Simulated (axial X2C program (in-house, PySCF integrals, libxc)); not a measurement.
**Bond lengths and stretching modes, held linear, of NAlN⁺**

Computed with an axial X2C code built on PySCF integrals: two-component X2C with atomic mean-field Coulomb and Gaunt terms, Gaussian nuclei, basis N dyall-av3z, Al dyall-v3z with contracted cores. Spin-free rows use the one-electron spin-free X2C Hamiltonian.

Masses N 14.003, Al 26.982, N 14.003 u. States: 2c Ω = 2 (beyond evenly filled blocks: 2 × ω = -1/2, 2 × ω = 3/2); spin-free M_S = 2, Λ = 0 (beyond evenly filled blocks: 2 × π+α, 2 × π-α).

PBE0, spin-free: energies above the lowest point

| r(N–Al) (Å) | r(Al–N) (Å) | E (meV) |
| --- | --- | --- |
| 1.8272 | 1.8272 | 40.76 |
| 1.8272 | 1.8740 | 20.52 |
| 1.8272 | 1.9208 | 36.46 |
| 1.8740 | 1.8272 | 20.52 |
| 1.8740 | 1.8740 | 0.00 |
| 1.8740 | 1.9208 | 15.62 |
| 1.8740 | 1.9677 | 59.79 |
| 1.9208 | 1.8272 | 36.46 |
| 1.9208 | 1.8740 | 15.62 |
| 1.9208 | 1.9208 | 30.91 |
| 1.9677 | 1.8740 | 59.79 |
| 1.9677 | 1.9677 | 118.16 |

Fit a quadratic surface with cubic terms in each bond: where is the minimum, and what are the two stretching wavenumbers?

At PBE0, spin-free: bonds 1.876 and 1.876 Å; harmonic stretches 561.4 and 808.9 cm⁻¹; force constants 2.62, 2.62 and coupling -0.02 mdyn/Å.

The other levels and Hamiltonians give:

```
Hamiltonian  level  r(N–Al) (Å)  r(Al–N) (Å)  lower stretch (cm⁻¹)  upper stretch (cm⁻¹)
         2c   PBE0        1.876        1.876                 561.3                 808.8
         2c     HF        1.850        1.850                 609.0                 835.1
         2c  B3LYP        1.884        1.884                 548.3                 790.7
  spin-free     HF        1.850        1.850                 609.1                 835.1
  spin-free  B3LYP        1.884        1.884                 548.3                 790.8
```

Each state is one determinant, the lowest of a limited PBE0 search; the stretches come from a fit to these few points and carry an uncertainty of a few per cent. Other orders of the atoms were not compared. Left out for rough or failed fits: MP2 2c, MP2 spin-free. The molecule was held linear; bending was not examined, so a bent shape may lie lower. Open-shell Ω = 0 determinants with evenly filled partner blocks cannot be reached by this program, so the Ω shown need not be the lowest component. Note: several unpaired electrons, one determinant need not be a pure state.
